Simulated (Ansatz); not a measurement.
# FHP2: the cost of one run

Computed with Ansatz 0.2.0, Gaussian basis. Level: cc-pVTZ, core rule «outside noble gas», up to 11 orbitals frozen.

To be run: UHF; CCSD(T) on RHF; CCSD(T) on UHF; BCCD(T) on RHF; CCSDT(Q) on RHF.

1 further run of the same task is left out (for a known fault of the program). Runs told in other sessions of the task aren't counted.

**1. The geometry**

The geometry is a PBE0/def2-TZVP stationary point (not a proven minimum).

4 atoms, charge 0, spin multiplicity 1.

Atoms are counted from 1 here; the program's logs count them from 0.

Bond lengths: F1–P2 1.585 Å, P2–P3 1.892 Å, P2–H4 1.406 Å. Angles: F1–P2–P3 131.1°, F1–P2–H4 96.2°, P3–P2–H4 132.7°.

**2. UHF**

File in.yaml:

```yaml
crystal:
  periodic: [false, false, false]
  atoms:
    - {symbol: F, position_ang: [0.000000, -0.462650, 1.706368]}
    - {symbol: P, position_ang: [0.000000, 0.385133, 0.367425]}
    - {symbol: P, position_ang: [0.000000, -0.154977, -1.446144]}
    - {symbol: H, position_ang: [0.000000, 1.647710, 0.985897]}
basis:
  gaussian: {orbitals: cc-pVTZ}
magnetization: {spin_polarized: true, initial_magnetization: 0}
hamiltonian: {xc: hf}
output: {orbitals: {seedname: orbitals}}
```

Launch:

```console
ansatz run in.yaml --threads 1 --pin off --events-out ev --progress --plain --max-ram 4096MiB --backend cpu
```

Q: Estimate wall time and peak memory on 1 thread of AMD EPYC 7R13, shared host.

About 8.5 s, with a peak of 0.34 GiB.
